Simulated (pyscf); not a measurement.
5 gas-phase steps of one pattern: substitution at Si on the doublet surface, C–Si broken and Si–Si formed. Structures and frequencies: ωB97X-D3(BJ)/def2-SVP in PySCF. Electronic energies in kcal/mol, from the separated reactants; ΔE‡ at ωB97M-D3(BJ)/def2-TZVP, beside the barrier at B3LYP-D3(BJ)/def2-TZVP on the same structures. Rows were drawn at random from the steps of this pattern with a verified saddle, stable references and no exit in the data more than 5 kcal/mol lower.

```tsv
row	step	ΔE‡(B3LYP-D3(BJ))	ΔE‡
1	F–C(F)(F)–SiH₃ + SiH₃• → H₃Si–SiH₃ + F–C•(F)–F	11.5	15.2
2	H₃C–Si(F)(SiH₃)–SiH₃ + SiH₃• -> F–Si(SiH₃)(SiH₃)–SiH₃ + CH₃•	16.2	18.7
3	H₃Si–SiH•–SiH₃ + H₃C–SiH₃ → H₃Si–SiH(SiH₃)–SiH₃ + CH₃•	21.5	25.6
4	F–Si•(SiH₃)–SiH₃ + H₃C–SiH₃ → F–Si(SiH₃)(SiH₃)–SiH₃ + CH₃•	21.6	25.6
5	H₃Si–Si•(SiH₃)–Cl + H₃C–SiH₃ → H₃Si–Si(SiH₃)(SiH₃)–Cl + CH₃•	21.7	?
```

**Question.** From a straight line through the complete rows, estimate the missing barrier and say how far the line can be trusted.

**Answer.** Over the 4 complete rows the means are +17.7 (ΔE‡(B3LYP-D3(BJ))) and 21.3 (ΔE‡); least squares gives b = 1.06 and a = 2.5 kcal/mol, with residuals of 0.6 kcal/mol (root mean square; largest 1.0, row 2). For row 5: 2.5 + 1.06 × (+21.7) = 25.5 kcal/mol, an extrapolation. The computed barrier is 25.7 kcal/mol, 0.2 over the line. The line follows the complete rows closely. Each barrier is that of the saddle found.
